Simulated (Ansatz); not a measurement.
Input and output for BH5SSi (`BS[SiH3]`).

```yaml
crystal:
  periodic: [false, false, false]
  atoms:
    - {symbol: B, position_ang: [-1.186084, 1.130327, -0.591809]}
    - {symbol: S, position_ang: [-1.260075, -0.431624, 0.305151]}
    - {symbol: Si, position_ang: [0.855176, -0.886934, 0.471133]}
    - {symbol: H, position_ang: [-0.104479, 1.576245, -0.944696]}
    - {symbol: H, position_ang: [-2.209707, 1.590325, -0.776842]}
    - {symbol: H, position_ang: [1.566627, 0.200706, 1.125446]}
    - {symbol: H, position_ang: [1.433396, -1.075341, -0.908848]}
    - {symbol: H, position_ang: [1.020911, -2.156171, 1.155957]}
basis:
  gaussian: {orbitals: pcseg-2, fitting: {mean_field: def2-universal-jkfit}}
total_charge: 1
magnetization: {spin_polarized: true, initial_magnetization: 1}
hamiltonian: {xc: {name: r2SCANh}}
scf: {lower_state_search: light}
```

```sh
$ ansatz run in.yaml --threads 2 --pin off --events-out ev --progress --plain --max-ram 4352MiB
```

Output, abridged:

```
Functional definition: r2SCANh
421 factors; integrals over basis functions are off by at most 1.2e0 eV
mean field evaluation 1: about -19457.5840 eV, gradient 1.9e1 eV
mean field evaluation 2: about -19456.2418 eV, gradient 2.2e1 eV
mean field evaluation 4: about -19460.0006 eV, gradient 2.1e0 eV
mean field evaluation 8: about -19460.0594 eV, gradient 1.2e-1 eV
mean field evaluation 16: about -19460.0594 eV, gradient 4.1e-3 eV
mean field -19460.05940388 eV, -715.1439925906 hartree, gradient 1.9e-5 eV, S^2 0.759312; 3 other end points of the search recorded, 0 dependent functions left out
reference -19460.05942345 eV, -715.1439933098 hartree; 20, 19 occupied and 148, 149 virtual orbitals, 421 factors
Total energy: -19460.05942345 eV, -715.1439933098 hartree
```

Hardware: 2 threads of an Arm Neoverse V1 on a shared host. Wall time 11 s, peak host memory 0.29 GiB.
